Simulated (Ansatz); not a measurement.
**Worked example: correlation energy of [GeH$_{3}$···H···GeH$_{3}$], doublet**

Geometry: a point of a hydrogen-transfer path between rigid fragments, not a stationary point.

```yaml
atoms:
  - { symbol: Ge, position_ang: [-1.9358, 0.0000, 0.0000] }
  - { symbol: H, position_ang: [-2.4473, 1.4466, 0.0000] }
  - { symbol: H, position_ang: [-2.4473, -0.7233, 1.2528] }
  - { symbol: H, position_ang: [-2.4473, -0.7233, -1.2528] }
  - { symbol: H, position_ang: [0.4022, 0.0000, 0.0000] }
  - { symbol: Ge, position_ang: [1.9322, 0.0000, 0.0000] }
  - { symbol: H, position_ang: [2.4008, -1.4659, 0.0000] }
  - { symbol: H, position_ang: [2.4008, 0.7330, -1.2695] }
  - { symbol: H, position_ang: [2.4008, 0.7330, 1.2695] }
```

Basis cc-pVDZ; Ansatz 0.2.0. Only valence electrons are correlated (noble-gas cores and the filled d shells of p-block atoms frozen), which leaves 15 electrons in 61 orbitals. Prefix R: restricted or restricted open-shell reference; prefix U: unrestricted. No spin–orbit coupling is included, and no scalar relativity.

Full CI isn't at hand for all of this; UCCSDT(Q) serves as the reference, and is uncertain by about the last step of the cluster series.

Runs differ by some tens of microhartree through their thresholds and, for an open shell, their frozen cores, so steps under 0.03 kcal/mol mean nothing.

```csv
level,total energy (hartree)
UHF,-4154.662245
UMP2,-4154.871313
UCCSD,-4154.926421
UCCSD(T),-4154.931461
UCCSDT,-4154.932661
UCCSDT(Q),-4154.932798
```

Question: What is the correlation energy at UCCSDT(Q), and what share of it do UMP2 and UCCSD recover?

Answer: E(corr) = -4154.932798 − (-4154.662245) = -0.270553 hartree = -7.362 eV. UMP2: -0.209068 / -0.270553 = 77.27 %. UCCSD: -0.264176 / -0.270553 = 97.64 %.

Question: By how many kcal/mol does UCCSD(T) miss UCCSDT(Q) (1 hartree = 627.509 kcal/mol), and which steps make up the rest?

Answer: -4154.931461 − (-4154.932798) = 0.001337 hartree = 0.84 kcal/mol. Steps: UCCSDT − UCCSD(T) = -0.75, UCCSDT(Q) − UCCSDT = -0.09 kcal/mol. Differences between like states or geometries often cancel part of this.
